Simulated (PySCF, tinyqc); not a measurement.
Worked calculation: RHF in the sto-6g basis, for H2O, spin multiplicity 1. The lowest restricted solution is unstable here: a spin-polarised one lies 0.0143 hartree lower (PySCF). One step of it, computed by the program tinyqc.

Problem. Iteration 2: DIIS coefficients. Solve [B -1; -1 0][c; lambda] = [0; -1] for the coefficients, which sum to one.

B (overlaps of the stored error matrices):
$$\begin{pmatrix}
1.3088111e+00 & 7.8990426e-01 \\
7.8990426e-01 & 5.4049552e-01
\end{pmatrix}$$

Give: DIIS coefficients.

Solution.

DIIS coefficients: [-0.9255, 1.9255]
